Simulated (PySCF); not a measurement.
# Worked example: dipole moment from atomic charges

C₄H₄S, SMILES c1ccsc1. Atoms are numbered in the order given.

```xyz
9

C      0.0000     0.7149     1.2748
C      0.0000    -0.7149     1.2748
C      0.0000    -1.2414     0.0075
S      0.0000     0.0000    -1.1982
C      0.0000     1.2414     0.0075
H      0.0000     1.3261     2.1785
H      0.0000    -1.3261     2.1785
H      0.0000    -2.2898    -0.2867
H      0.0000     2.2898    -0.2867
```
Charge 0, spin multiplicity 1.

Geometry: B3LYP-D3(BJ)/def2-SVP.

Charges (e) from HF/def2-TZVP in PySCF:

```csv
atom,ESP fit,IAO
C1,-0.153,-0.167
C2,-0.153,-0.167
C3,-0.281,-0.308
S4,0.051,0.328
C5,-0.281,-0.308
H6,0.173,0.148
H7,0.173,0.148
H8,0.236,0.162
H9,0.236,0.162
```

The dipole moment of the full density is 0.74 D.

Question: What dipole moment does each set of point charges give, and which comes closer to that of the density?

Answer: 
μ = Σ q r, and 1 e Å = 4.8032 D.
ESP fit: Σ q r = (0.000, 0.000, 0.163) e Å, |μ| = 0.78 D.
IAO: Σ q r = (0.000, 0.000, -0.271) e Å, |μ| = 1.30 D.
ESP fit comes closer in size. Point charges leave out the atoms' own dipoles (lone pairs, polarised bonds); fits to the potential absorb them, partitions of the density don't.
